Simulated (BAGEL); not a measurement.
# SiNH4O (SMILES N[SiH]O) at 4 levels

We compute a comparison of 4 runs (UHF/STO-3G, UHF/3-21G, UHF/def2-SVP, ROHF/aug-cc-pVDZ) of SiNH4O. 

The results are computed with BAGEL 1.2.2.

7 further runs of the same task are left out: 2 that didn't finish, 5 set aside as unsound or not needed.

### 1 The system as given

SiNH4O: 7 atoms, total charge 0, spin state doublet. SMILES: `N[SiH]O`. Geometry: relaxed at PBE0-D4/def2-TZVP. This is one conformer, not always the lowest.

Bond lengths: N1–Si2 1.723 Å, Si2–O3 1.649 Å, N1–H4 1.008 Å, N1–H5 1.009 Å, Si2–H6 1.500 Å, O3–H7 0.961 Å. Angles: N1–Si2–O3 109.4°, N1–Si2–H6 104.3°, O3–Si2–H6 112.7°, Si2–N1–H4 120.5°, Si2–N1–H5 118.7°, Si2–O3–H7 115.8°, H4–N1–H5 110.8°.

### 2 The energy at UHF/STO-3G (density fitting with qzvpp-jkfit) (run 1)

The input, input.json:

```json
{ "bagel" : [

{
  "title" : "molecule",
  "basis" : "sto-3g",
  "df_basis" : "qzvpp-jkfit",
  "geometry" : [
    { "atom" : "N", "xyz" : [ -1.31317068,  1.03613683, -1.08697047 ] },
    { "atom" : "Si", "xyz" : [  0.55387873,  0.30046645,  1.47644302 ] },
    { "atom" : "O", "xyz" : [  3.06683653, -1.27065185,  0.51079297 ] },
    { "atom" : "H", "xyz" : [ -0.67255353,  2.20738909, -2.44681739 ] },
    { "atom" : "H", "xyz" : [ -3.18570030,  1.27216363, -0.81806244 ] },
    { "atom" : "H", "xyz" : [ -1.13213492, -1.25080972,  3.14582708 ] },
    { "atom" : "H", "xyz" : [  2.79849542, -2.42338478, -0.86738429 ] }
  ]
},
{ "title" : "uhf", "nopen" : 1 },
{ "title" : "print", "file" : "orbitals.molden", "orbitals" : "true" }

]}
```

On the command line:

```
BAGEL_NUM_THREADS=1 BAGEL input.json > input.out
```

The program printed:

```text
* using 1 threads per process

  ===============================================================
  ===============================================================

  *** Geometry ***

  { "atom" : "N", "xyz" : [     -1.313171,      1.036137,     -1.086970 ] },
  { "atom" : "Si", "xyz" : [      0.553879,      0.300466,      1.476443 ] },
  { "atom" : "O", "xyz" : [      3.066837,     -1.270652,      0.510793 ] },
  { "atom" : "H", "xyz" : [     -0.672554,      2.207389,     -2.446817 ] },
  { "atom" : "H", "xyz" : [     -3.185700,      1.272164,     -0.818062 ] },
  { "atom" : "H", "xyz" : [     -1.132135,     -1.250810,      3.145827 ] },
  { "atom" : "H", "xyz" : [      2.798495,     -2.423385,     -0.867384 ] },

  Number of auxiliary basis functions:      354

  Since a DF basis is specified, we compute 2- and 3-index integrals:
    o Being stored without compression. Storage requirement is 0.001 GB

  Number of basis functions:       23
  Number of electrons      :       33

    * METHOD: MOLECULE                             0.11

  *** Open-shell HF ***

  === Nuclear Repulsion ===
   111.0336688380

      * DIIS with orbital gradients will be used.

  === UHF iteration (sto-3g) ===
      0       -415.40626062          0.03610979           0.02
      1       -415.46812734          0.00819014           0.02
      2       -415.47291220          0.00244829           0.02
      3       -415.47351634          0.00095994           0.02
      4       -415.47377163          0.00026662           0.01
      5       -415.47381285          0.00005228           0.01
      6       -415.47381672          0.00002161           0.01
      7       -415.47381790          0.00001200           0.01
      8       -415.47381837          0.00000407           0.01
      9       -415.47381841          0.00000130           0.01
     10       -415.47381841          0.00000060           0.02
     11       -415.47381841          0.00000022           0.01
     12       -415.47381841          0.00000005           0.01
     13       -415.47381841          0.00000002           0.01
     14       -415.47381841          0.00000001           0.01
     15       -415.47381841          0.00000001           0.01
    * SCF iteration converged.

    * S^2 (UHF) is 0.7526

    * Permanent dipole moment:
           (    0.388129,    -0.478289,     0.056198) a.u.

    * METHOD: UHF                                  0.31

    * METHOD: PRINT                                0.00

  ===============================================================
```

Wall time 0.73 s (1 thread of Intel Xeon Platinum 8488C (Sapphire Rapids), shared host); peak memory 0.08 GiB.

### 3 A single-point energy at UHF/3-21G (density fitting with qzvpp-jkfit) (run 2)

The input, job.json:

```json
{ "bagel" : [

{
  "title" : "molecule",
  "basis" : "3-21g",
  "df_basis" : "qzvpp-jkfit",
  "angstrom" : true,
  "geometry" : [
    { "atom" : "N", "xyz" : [      -0.694900,       0.548300,      -0.575200 ] },
    { "atom" : "Si", "xyz" : [       0.293100,       0.159000,       0.781300 ] },
    { "atom" : "O", "xyz" : [       1.622900,      -0.672400,       0.270300 ] },
    { "atom" : "H", "xyz" : [      -0.355900,       1.168100,      -1.294800 ] },
    { "atom" : "H", "xyz" : [      -1.685800,       0.673200,      -0.432900 ] },
    { "atom" : "H", "xyz" : [      -0.599100,      -0.661900,       1.664700 ] },
    { "atom" : "H", "xyz" : [       1.480900,      -1.282400,      -0.459000 ] }
  ]
},

{
  "title" : "uhf",
  "nopen" : 1
},

{
  "title" : "print",
  "file" : "orbitals.molden",
  "orbitals" : true
}

]}
```

On the command line:

```
BAGEL_NUM_THREADS=1 BAGEL job.json > job.out
```

The program printed:

```text
* using 1 threads per process

  ===============================================================
  ===============================================================

  *** Geometry ***

  { "atom" : "N", "xyz" : [     -1.313171,      1.036137,     -1.086970 ] },
  { "atom" : "Si", "xyz" : [      0.553879,      0.300466,      1.476443 ] },
  { "atom" : "O", "xyz" : [      3.066837,     -1.270652,      0.510793 ] },
  { "atom" : "H", "xyz" : [     -0.672554,      2.207389,     -2.446817 ] },
  { "atom" : "H", "xyz" : [     -3.185700,      1.272164,     -0.818062 ] },
  { "atom" : "H", "xyz" : [     -1.132135,     -1.250810,      3.145827 ] },
  { "atom" : "H", "xyz" : [      2.798495,     -2.423385,     -0.867384 ] },

  Number of auxiliary basis functions:      354

  Since a DF basis is specified, we compute 2- and 3-index integrals:
    o Being stored without compression. Storage requirement is 0.004 GB

  Number of basis functions:       39
  Number of electrons      :       33

    * METHOD: MOLECULE                             0.13

  *** Open-shell HF ***

  === Nuclear Repulsion ===
   111.0336687933

      * DIIS with orbital gradients will be used.

  === UHF iteration (3-21g) ===
      0       -418.17004886          0.07531897           0.03
      1       -418.28850162          0.04087248           0.03
      2       -418.31955907          0.02384752           0.03
      3       -418.33339466          0.00117947           0.03
      4       -418.33363637          0.00051963           0.03
      5       -418.33367440          0.00019137           0.03
      6       -418.33369167          0.00004289           0.03
      7       -418.33369412          0.00001576           0.03
      8       -418.33369466          0.00000802           0.03
      9       -418.33369480          0.00000406           0.03
     10       -418.33369482          0.00000135           0.03
     11       -418.33369482          0.00000073           0.03
     12       -418.33369482          0.00000025           0.03
     13       -418.33369482          0.00000012           0.03
     14       -418.33369482          0.00000005           0.03
     15       -418.33369482          0.00000003           0.03
     16       -418.33369482          0.00000002           0.03
     17       -418.33369482          0.00000001           0.03
    * SCF iteration converged.

    * S^2 (UHF) is 0.7534

    * Permanent dipole moment:
           (    0.699976,    -0.393317,     0.564491) a.u.

    * METHOD: UHF                                  0.71

    * METHOD: PRINT                                0.01

  ===============================================================
```

It took 1.2 s on 1 thread of Intel Xeon Platinum 8488C (Sapphire Rapids), shared host; peak memory 0.08 GiB.

Run 3 isn't shown in full; the table further down has it.

### 4 The energy at ROHF/aug-cc-pVDZ (density fitting with AutoAux, Cartesian functions) (run 4)

The input, calc.json:

```json
{ "bagel" : [

{
  "title" : "molecule",
  "basis" : "aug-cc-pvdz.json",
  "df_basis" : "aug-cc-pvdz-autoaux.json",
  "angstrom" : "false",
  "cartesian" : "true",
  "geometry" : [
    { "atom" : "N", "xyz" : [ -1.31317068,  1.03613683, -1.08697047 ] },
    { "atom" : "Si", "xyz" : [  0.55387873,  0.30046645,  1.47644302 ] },
    { "atom" : "O", "xyz" : [  3.06683653, -1.27065185,  0.51079297 ] },
    { "atom" : "H", "xyz" : [ -0.67255353,  2.20738909, -2.44681739 ] },
    { "atom" : "H", "xyz" : [ -3.18570030,  1.27216363, -0.81806244 ] },
    { "atom" : "H", "xyz" : [ -1.13213492, -1.25080972,  3.14582708 ] },
    { "atom" : "H", "xyz" : [  2.79849542, -2.42338478, -0.86738429 ] }
  ]
},
{
  "title" : "rohf",
  "nopen" : 1,
  "maxiter" : 50,
  "multipole" : 2
},
{
  "title" : "print",
  "file" : "orbitals.molden",
  "orbitals" : "true"
}

]}
```

The basis set aug-cc-pVDZ is read from a file made from the Basis Set Exchange's data (not shown).

On the command line:

```
BAGEL_NUM_THREADS=1 BAGEL calc.json > calc.out
```

The program printed:

```text
* using 1 threads per process

  ===============================================================
  ===============================================================

  Cartesian basis functions are used
  *** Geometry ***

  { "atom" : "N", "xyz" : [     -1.313171,      1.036137,     -1.086970 ] },
  { "atom" : "Si", "xyz" : [      0.553879,      0.300466,      1.476443 ] },
  { "atom" : "O", "xyz" : [      3.066837,     -1.270652,      0.510793 ] },
  { "atom" : "H", "xyz" : [     -0.672554,      2.207389,     -2.446817 ] },
  { "atom" : "H", "xyz" : [     -3.185700,      1.272164,     -0.818062 ] },
  { "atom" : "H", "xyz" : [     -1.132135,     -1.250810,      3.145827 ] },
  { "atom" : "H", "xyz" : [      2.798495,     -2.423385,     -0.867384 ] },

  Number of auxiliary basis functions:      765

  Since a DF basis is specified, we compute 2- and 3-index integrals:
    o Being stored without compression. Storage requirement is 0.081 GB

  Number of basis functions:      115
  Number of electrons      :       33

    * METHOD: MOLECULE                             1.04

  *** Open-shell HF ***

  === Nuclear Repulsion ===
   111.0336688380

      * DIIS with orbital gradients will be used.

  === ROHF iteration (aug-cc-pvdz.json) ===
      0       -396.01980425          0.15382604           0.39
      1       -384.45550230          0.20198722           0.39
      2       -370.18361154          0.29164767           0.39
      3       -409.77838044          0.18281529           0.39
      4       -419.63438906          0.07878926           0.39
      5       -420.23180254          0.05069221           0.39
      6       -420.37743341          0.03837473           0.40
      7       -420.55701435          0.01919250           0.33
      8       -420.61731541          0.00305626           0.36
      9       -420.61992676          0.00145108           0.32
     10       -420.62060031          0.00059039           0.33
     11       -420.62082393          0.00015485           0.36
     12       -420.62088210          0.00004997           0.32
     13       -420.62089639          0.00002211           0.36
     14       -420.62089866          0.00000887           0.35
     15       -420.62089867          0.00000338           0.39
     16       -420.62089894          0.00000120           0.37
     17       -420.62089890          0.00000037           0.33
     18       -420.62089887          0.00000019           0.32
     19       -420.62089887          0.00000007           0.36
     20       -420.62089887          0.00000003           0.39
     21       -420.62089887          0.00000001           0.39
     22       -420.62089887          0.00000001           0.39
    * SCF iteration converged.

    * S^2 (ROHF) is 0.7500

    * Permanent dipole moment:
           (    0.607702,    -0.161329,     0.581597) a.u.

    * Permanent second moment (around the center of charge):
          Qxx   -20.097431
          Qxy    -1.214050
          Qyy   -18.370166
          Qxz    -0.832616
          Qyz    -0.312520
          Qzz   -18.896067

    * METHOD: ROHF                                 8.42

    * METHOD: PRINT                                0.04

  ===============================================================
```

Wall time 9.9 s (1 thread of Intel Xeon Platinum 8488C (Sapphire Rapids), shared host); peak memory 0.18 GiB.

### 5 Overview of the runs

| run | level | integral approximation | Cartesian functions | energy (Eh) | dipole moment (D) | ⟨S²⟩ | wall time |
| --- | --- | --- | --- | --- | --- | --- | --- |
| 1 | UHF/STO-3G (density fitting with qzvpp-jkfit) | qzvpp-jkfit | no | -415.473818 | 1.57 | 0.753 | 0.73 s |
| 2 | UHF/3-21G (density fitting with qzvpp-jkfit) | qzvpp-jkfit | no | -418.333695 | 2.49 | 0.753 | 1.2 s |
| 3 | UHF/def2-SVP (density fitting with qzvpp-jkfit) | qzvpp-jkfit | no | -420.402979 | 2.28 | 0.754 | 1.7 s |
| 4 | ROHF/aug-cc-pVDZ (density fitting with AutoAux, Cartesian functions) | AutoAux | yes | -420.620899 | 2.18 | 0.750 | 9.9 s |

### 6 Outcome

| quantity | value |
| --- | --- |
| run 4: total energy | -420.62090 Eh |
| run 4: dipole moment | 2.18 D |
| run 4: ⟨S²⟩ | 0.750 |

What this shows: The dipole moment (its size) runs from 1.57 D (UHF/STO-3G) to 2.49 D (UHF/3-21G). In run 1 the basis is minimal, so the values are rough. All runs together took 14 s, the longest 9.9 s.
